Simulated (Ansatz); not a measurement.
## Litharge SnO: elastic constant C11 by level of theory

No measured value is used here.

| level (code) | value (GPa) | cell (Å³/atom) |
|---|---|---|
| PBEsol (Ansatz) | 95.3 | 17.19 |
| r²SCAN (Ansatz) | 103 | 17.89 |
| HSE06 (Ansatz) | 98.1 | 18.11 |

PBEsol: the solid has no gap at this level, which affects its response. PBEsol, r²SCAN, HSE06: the cell comes from a level without a dispersion term, which matters for the spacing of layers, chains or molecules. Each level is taken at its own relaxed cell. Cutoffs and k meshes differ between the levels. Ansatz's density-functional and Hartree–Fock values are scalar-relativistic unless marked +SOC, with PAW data made under PBE.

Ansatz is a quantum-chemistry and plane-wave program.
